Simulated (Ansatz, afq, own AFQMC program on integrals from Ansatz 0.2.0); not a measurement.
AFQMC on a folder of integrals that Ansatz 0.2.0 wrote.

```yaml
crystal:
  periodic: [false, false, false]
  atoms:
    - {symbol: C, position_ang: [-1.735713, -1.086988, 1.229843]}
    - {symbol: C, position_ang: [-1.189758, -1.729541, 0.191109]}
    - {symbol: Si, position_ang: [0.039469, -0.931468, -0.972372]}
    - {symbol: N, position_ang: [0.259159, 0.770114, -0.631459]}
    - {symbol: Si, position_ang: [1.469793, 1.554581, 0.350460]}
    - {symbol: H, position_ang: [-2.453580, -1.566636, 1.904838]}
    - {symbol: H, position_ang: [-1.483436, -0.042860, 1.450394]}
    - {symbol: H, position_ang: [-1.479017, -2.775312, 0.015680]}
    - {symbol: H, position_ang: [-0.448174, -1.092724, -2.378757]}
    - {symbol: H, position_ang: [1.375708, -1.587727, -0.846055]}
    - {symbol: H, position_ang: [-0.504956, 1.372312, -0.931395]}
    - {symbol: H, position_ang: [2.665056, 0.652124, 0.392180]}
    - {symbol: H, position_ang: [1.834148, 2.878726, -0.259766]}
basis:
  gaussian: {orbitals: def2-SVP}
magnetization: {spin_polarized: true, initial_magnetization: 1}
correlation: {method: ccsd_t, electrons: outside_noble_gas, hamiltonian_folder: ham}
```

```sh
$ ansatz run in.yaml --threads 1 --pin off --events-out ev --progress --plain --max-ram 24576MiB --backend cuda --devices 0, --max-vram 18GiB
```

afq runs on the folder ham with

```
--method phaseless --trial cisd --walkers 900 --populations 20 --least-time 60 --time-step 0.005 --steps-per-block 50 --equilibration-blocks 28 --max-blocks 4000 --target-error 0.00032 --factor-cut 1e-05 --start spin_pure --seed 3885 --release-times 0.21,0.42,0.63,0.9 --release-step 0.03 --release-every 5 --taylor-order 6
```

Times are imaginary, in 1/Eh. The walk had a cap of 370 s. With eight or more populations the least sampling time is a fifth of least-time, and the error comes from their spread.

Log:

```
orbitals 105  electrons 15 14  factors 886 of 1182
reference energy -712.41404555 Eh
CCSD correlation -0.68025528 Eh in 12 cycles, weight of the determinant in the CISD state 0.7623
energy of the start -713.093613 Eh
 block  time / (1/Eh)  mean weight  energy / Eh
     1     0.250  1.0003  -713.063139
     2     0.500  0.9992  -713.073049
     3     0.750  1.0003  -713.089113
     4     1.000  0.9993  -713.100283
     5     1.250  1.0001  -713.106561
    11     2.750  1.0008  -713.113738
    23     5.750  1.0016  -713.117353
    35     8.750  0.9998  -713.111569
    47    11.750  0.9998  -713.114486
    59    14.750  1.0004  -713.115512
    71    17.750  0.9991  -713.123087
    79    19.750  0.9997  -713.126342
    83    20.750  1.0001  -713.122378
    95    23.750  1.0005  -713.115933
   107    26.750  0.9991  -713.113374
   115    28.750  1.0007  -713.116435
error from the spread of 20 populations
released: time / (1/Eh)  energy / Eh  error  mean overlap
  0.21  -713.118187  0.000676  1.0021
  0.42  -713.119078  0.000687  0.9980
  0.63  -713.120506  0.000560  0.9869
  0.90  -713.120047  0.001009  0.9874
energy -713.118193 +/- 0.000624 Eh
(rows thinned)
```

The run passed its tests (sampling time, drift between the halves within three errors, error under three times the target), which doesn't prove that it has relaxed, ending at its cap on processor time. The second half of the sampling lies below the first by 1.8 errors of their difference, so the energy may still be moving and its error bar be too small.

Against this walk (error 17.0 meV) on the same determinant: CCSD(T) 54.1 meV higher. The error is statistical and leaves out the bias of the constraint. Released to 0.90 1/Eh the energy moves by -50 ± 32 meV (both errors), within twice the noise.

Cautions: constraint bias not in the error; error above the target (17.0 against 8.7 meV).

The walk took 6.2 min on 1 × NVIDIA H100 80GB HBM3 with 2 threads of AMD EPYC 7R13 Processor (Zen 3), on a shared host (the card was shared). The log's last line is the phaseless energy.
